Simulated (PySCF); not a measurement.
# Relaxation of doublet BFCl

Method: PySCF, UPBE0, basis B def2-TZVP, F def2-TZVP, Cl def2-TZVP (no relativity, density fitting). A (50,194) grid was used.

A start displaced from a saddle point along its imaginary mode, of Cs symmetry, held to at least that symmetry:

```xyz
3
charge 0 multiplicity 2, angstrom
B    -0.0010    0.1200   -0.6984
F     0.0004   -0.0424   -1.9720
Cl    0.0001   -0.0147    1.2913
```

At each step, columns x, y, z (Å) and Fx, Fy, Fz (eV/Å):

```
step 0  E − E(last) = 167.37 kJ/mol
B   -0.001   0.120  -0.698  -0.025   2.873   0.864
F    0.000  -0.042  -1.972   0.015  -1.781   0.518
Cl   0.000  -0.015   1.291   0.009  -1.092  -1.381
step 1  E − E(last) = 76.54 kJ/mol
B   -0.003   0.331  -0.685  -0.005   0.645   0.437
F    0.001  -0.171  -1.915   0.003  -0.391   2.376
Cl   0.001  -0.097   1.221   0.002  -0.254  -2.812
step 2  E − E(last) = 27.34 kJ/mol
B   -0.005   0.542  -0.635   0.025  -2.954  -1.528
F    0.003  -0.303  -1.762  -0.019   2.288   2.957
Cl   0.002  -0.177   1.018  -0.006   0.667  -1.429
step 3  E − E(last) = 1.03 kJ/mol
B   -0.004   0.477  -0.629   0.000  -0.035  -0.910
F    0.002  -0.263  -1.717  -0.002   0.259   0.568
Cl   0.001  -0.151   0.967   0.002  -0.224   0.343
step 4  E − E(last) = 0.25 kJ/mol
B   -0.004   0.475  -0.643  -0.002   0.211   0.089
F    0.002  -0.259  -1.714   0.002  -0.146   0.014
Cl   0.001  -0.153   0.978   0.001  -0.065  -0.103
step 5  E − E(last) = 0.00 kJ/mol
B   -0.004   0.486  -0.643  -0.001   0.037  -0.008
F    0.002  -0.265  -1.705   0.001  -0.019  -0.007
Cl   0.001  -0.158   0.968   0.000  -0.018   0.016
step 6  E − E(last) = 0.00 kJ/mol
B   -0.004   0.488  -0.644   0.000  -0.006  -0.005
F    0.002  -0.266  -1.704   0.000   0.007   0.008
Cl   0.001  -0.159   0.968   0.000  -0.001  -0.003
```

It ends at Cs with B–Cl 1.737 Å, B–F 1.300 Å; Cl–B–F 122.7°. A frequency run shows a minimum. Other isomers or separated fragments may lie lower.

The relaxation took 9.6 s on 4 threads of a shared Arm Neoverse V2 host, with 99 basis functions and 7 gradients; the process peaked at 0.94 GiB. Launch command: `OMP_NUM_THREADS=4 python axn.py task.json out`.
